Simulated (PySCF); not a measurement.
**[HSO2]− (SMILES O=[SH][O-]) at FCI/STO-3G**

Aim: the vertical singlet–triplet gap of [HSO2]− at FCI/STO-3G, from 2 runs. Input form: a Python script.

Program for the calculation: PySCF 2.14.0.

8 further runs of the same task are left out: 8 set aside as unsound or not needed.

## Step 1: The system as given

The species is [HSO2]− (4 atoms), meant as a singlet with charge -1. As SMILES, `O=[SH][O-]`. The shape is that of a GFN2-xTB optimisation.

Bond lengths: O1–S2 1.485 Å, S2–O3 1.486 Å, S2–H4 1.617 Å. Angles: O1–S2–O3 112.7°, O1–S2–H4 101.0°, O3–S2–H4 101.0°.

## Step 2: A single-point energy at FCI/STO-3G

Input file calc.py:

```python
from pyscf import gto, scf, mcscf
from pyscf import fci

mol = gto.M(
    atom='''
O     -2.264308     0.148892     1.380275
S     -0.376188    -0.557129    -0.572039
O      1.903899    -1.778591     0.518635
H      0.736596     2.186829    -1.326871
''',
    max_memory=1860,
    verbose=4,
    charge=-1,
    unit='bohr',
    spin=0,
    basis='sto-3g',
)

mf = scf.RHF(mol)
mf.conv_tol = 1e-10
mf.kernel()
if not mf.converged:
    mf = mf.newton().run(mf.mo_coeff, mf.mo_occ)

cas = mcscf.CASCI(mf, mf.mo_coeff.shape[-1] - 7, (mol.nelec[0] - 7, mol.nelec[1] - 7))  # full CI above the frozen core
cas.fcisolver = fci.direct_spin0.FCI(mol)  # even spin states alone
cas.kernel()
print('<S^2> = %.4f' % cas.fcisolver.spin_square(cas.ci, cas.ncas, cas.nelecas)[0])
e_final = cas.e_tot
print('E = %.10f Eh' % e_final)
```

Run with:

```
$ OMP_NUM_THREADS=1 python calc.py
```

Output:

```text
PySCF version 2.14.0

[INPUT] num. atoms = 4
[INPUT] num. electrons = 34
[INPUT] charge = -1
[INPUT] spin (= nelec alpha-beta = 2S) = 0
[INPUT] symmetry False subgroup None
[INPUT] Mole.unit = bohr
[INPUT] Symbol           X                Y                Z      unit          X                Y                Z       unit  Magmom
[INPUT]  1 O     -1.198220192104   0.078790253288   0.730410074803 AA   -2.264308000000   0.148892000000   1.380275000000 Bohr   0.0
[INPUT]  2 S     -0.199070116622  -0.294819970343  -0.302710002557 AA   -0.376188000000  -0.557129000000  -0.572039000000 Bohr   0.0
[INPUT]  3 O      1.007499962693  -0.941189824747   0.274449822785 AA    1.903899000000  -1.778591000000   0.518635000000 Bohr   0.0
[INPUT]  4 H      0.389789816855   1.157220070979  -0.702149895031 AA    0.736596000000   2.186829000000  -1.326871000000 Bohr   0.0

[... 48 lines left out ...]
converged SCF energy = -540.978714160003
[... 1 line left out ...]
******** <class 'pyscf.mcscf.casci.CASCI'> ********
CAS (10e+10e, 13o), ncore = 7, nvir = 0
natorb = False
canonicalization = True
sorting_mo_energy = False
******** <class 'pyscf.fci.direct_spin0.FCISolver'> ********
max. cycles = 100
conv_tol = 1e-10
davidson only = False
linear dependence = 1e-14
level shift = 0.001
max iter space = 12
nroots = 1
pspace_size = 400
spin = None
Density matrix diagonal elements [1.99590782 1.99442782 1.99427555 1.97887499 1.98685554 1.97757694
 1.96862409 1.93049314 1.95768488 1.92757204 0.1639089  0.0584286
 0.0653697 ]
CASCI converged
CASCI E = -541.121381415761  E(CI) = -78.7787209909942  S^2 = 0.0000000
<S^2> = 0.0000
E = -541.1213814158 Eh
```

Wall time 2.2 s (1 thread of Arm Neoverse V2, shared host); peak memory 0.13 GiB.

## Step 3: The triplet at the same level

Input file geometry.xyz:

```xyz
4
HO2S
O     -1.198220     0.078790     0.730410
S     -0.199070    -0.294820    -0.302710
O      1.007500    -0.941190     0.274450
H      0.389790     1.157220    -0.702150
```

Input file calc.py:

```python
from pyscf import gto, scf, mcscf

system = gto.M(
    atom='geometry.xyz',
    verbose=4,
    max_memory=1860,
    charge=-1,
    basis='sto-3g',
    spin=2,
)

hf = scf.ROHF(system)
hf.conv_tol = 1e-10
hf.kernel()
if not hf.converged:
    hf = hf.newton().run(hf.mo_coeff, hf.mo_occ)

cas = mcscf.CASCI(hf, hf.mo_coeff.shape[-1] - 7, (system.nelec[0] - 7, system.nelec[1] - 7))  # full CI above the frozen core
cas.fix_spin_(ss=2.0)
cas.kernel()
energy = cas.e_tot
print('E(%s) = %.9f' % ('FCI', energy))
```

Run with:

```
$ OMP_NUM_THREADS=1 python calc.py
```

Output:

```text
PySCF version 2.14.0

[INPUT] num. atoms = 4
[INPUT] num. electrons = 34
[INPUT] charge = -1
[INPUT] spin (= nelec alpha-beta = 2S) = 2
[INPUT] symmetry False subgroup None
[INPUT] Mole.unit = angstrom
[INPUT] Symbol           X                Y                Z      unit          X                Y                Z       unit  Magmom
[INPUT]  1 O     -1.198220000000   0.078790000000   0.730410000000 AA   -2.264307636976   0.148891521354   1.380274858644 Bohr   0.0
[INPUT]  2 S     -0.199070000000  -0.294820000000  -0.302710000000 AA   -0.376187779617  -0.557129056044  -0.572038995167 Bohr   0.0
[INPUT]  3 O      1.007500000000  -0.941190000000   0.274450000000 AA    1.903899070499  -1.778591331179   0.518635334887 Bohr   0.0
[INPUT]  4 H      0.389790000000   1.157220000000  -0.702150000000 AA    0.736596346094   2.186828865869  -1.326871198363 Bohr   0.0

[... 56 lines left out ...]
converged SCF energy = -540.870447626466
[... 1 line left out ...]
******** <class 'pyscf.mcscf.casci.CASCI'> ********
CAS (11e+9e, 13o), ncore = 7, nvir = 0
natorb = False
canonicalization = True
sorting_mo_energy = False
******** <class 'pyscf.fci.addons.SpinPenaltyFCISolver'> ********
max. cycles = 200
conv_tol = 1e-08
davidson only = True
linear dependence = 1e-12
level shift = 0.001
max iter space = 12
nroots = 1
pspace_size = 400
spin = None
Density matrix diagonal elements [1.99612831 1.99458817 1.99567768 1.99059199 1.98385452 1.97693772
 1.95933596 1.95991071 1.93536481 1.05457203 1.01578475 0.07515551
 0.06209783]
CASCI converged
CASCI E = -540.994636481871  E(CI) = -78.6534749414022  S^2 = 2.0000000
E(FCI) = -540.994636482
```

Run time: 2.6 s. Hardware: 1 thread of Arm Neoverse V2, shared host; peak memory 0.13 GiB.

## Step 4: Outcome

At FCI/STO-3G, 7 core orbitals frozen:

```
                                                      quantity          value
                                         singlet: total energy  -541.12138 Eh
                  singlet: HOMO energy (Hartree–Fock orbitals)        2.73 eV
                  singlet: LUMO energy (Hartree–Fock orbitals)       16.72 eV
singlet: HOMO–LUMO gap (to an unbound level, set by the basis)       13.99 eV
          singlet: correlation energy (7 core orbitals frozen)     -142.7 mEh
                                         triplet: total energy  -540.99464 Eh
          triplet: correlation energy (7 core orbitals frozen)     -124.2 mEh
              vertical energy of the triplet above the singlet       3.449 eV
```

In words: At this shape the triplet lies 3.45 eV (333 kJ/mol) above the singlet. In a minimal basis such a difference can be off by several eV, whatever the method. The HOMO (singlet) lies at positive energy, 2.73 eV: the electron is unbound at this level or held by a compact basis; values depend on the basis. Mulliken charges (triplet) of the mean-field density run from -0.61 on O1 to +0.46 on S2. The HOMO (triplet) lies at positive energy, 13.03 eV: the electron is unbound at this level or held by a compact basis; values depend on the basis.
